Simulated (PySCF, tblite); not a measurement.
# C₅H₇O radical: geometry, infrared bands and EPR parameters

Aim: predict the infrared bands and EPR parameters of C₅H₇O radical (`O[CH]CC1=CC1`).

The runs use tblite 0.8.0 and PySCF 2.14.0, with density-fitted response routines of our own; the level of theory stands in each step. All values are computed, except where a source is named. Atoms are numbered from 0 throughout.

## Step 1: The starting structure

13 atoms, charge 0, multiplicity 2; geometry from: force field or distance geometry start.

Bonds of the start (Å): O0–C1 1.39, C1–C2 1.53, C2–C3 1.48, C3–C4 1.33, C4–C5 1.49, C5–C3 1.50, O0–H6 1.00, C1–H7 1.10, C2–H8 1.12, C2–H9 1.10, C4–H10 1.09, C5–H11 1.12, C5–H12 1.09.

## Step 2: Geometry optimisation with GFN2-xTB

What the job is given:

```
{"job": {"kind": "relax", "xc": "GFN2-xTB", "basis": "xTB"}, "charge": 0, "multiplicity": 2}
O     -2.046100    -0.938200     0.397300
C     -1.503100     0.335400     0.541800
C     -0.597600     0.683900    -0.639900
C      0.795900     0.244700    -0.385300
C      2.100800     0.436900    -0.207500
C      1.629600    -0.972300    -0.090100
H     -2.686700    -0.954200    -0.369000
H     -2.332500     1.046000     0.671400
H     -0.572500     1.805400    -0.642600
H     -1.005100     0.252500    -1.561000
H      2.967500     1.090500    -0.180900
H      1.376100    -1.381800     0.919900
H      1.869300    -1.648300    -0.916900
```

Launch:

```sh
$ OMP_NUM_THREADS=1 python probes_run.py task.json out
```

One launch serves the whole session: the jobs run in the order shown.

**Question.** After this job, these run on its result: GFN2-xTB harmonic vibrations, gas phase; UKS B3LYP, pcH-1 on C H O, non-relativistic, mean-field spin-orbit, GIAO. What will the session give for the following? strongest single infrared mode (GFN2-xTB); zero-point energy (GFN2-xTB); g(iso) (B3LYP); ⟨S²⟩; largest a(iso) (averaged by class); surface potential, 1st and 99th percentile.

As calculated:

```
                                 quantity                  value
strongest single infrared mode (GFN2-xTB)  1355 cm⁻¹, 234 km/mol
             zero-point energy (GFN2-xTB)          63.8 kcal/mol
                           g(iso) (B3LYP)                2.00311
                                     ⟨S²⟩     0.755 (exact 0.75)
       largest a(iso) (averaged by class)   13C on C1, 145.6 MHz
    surface potential, 1st and 99th percentile     -1.29 V and 2.42 V
```

Relaxing lowered the energy by 0.998 eV in 94 steps; the bonded pair that moved most is C1–C2, from 1.529 to 1.490 Å. No mode is imaginary among the 33: a minimum at this level. The strongest single mode, at 1355 cm⁻¹, is carried by C1, H7, O0. Unscaled tight-binding wavenumbers are off by several per cent, some by more. Its intensities can rank the bands wrongly. Most of the unpaired spin sits on C1 (0.87 e). The isotropic g lies 0.8 ppt above the free-electron value.
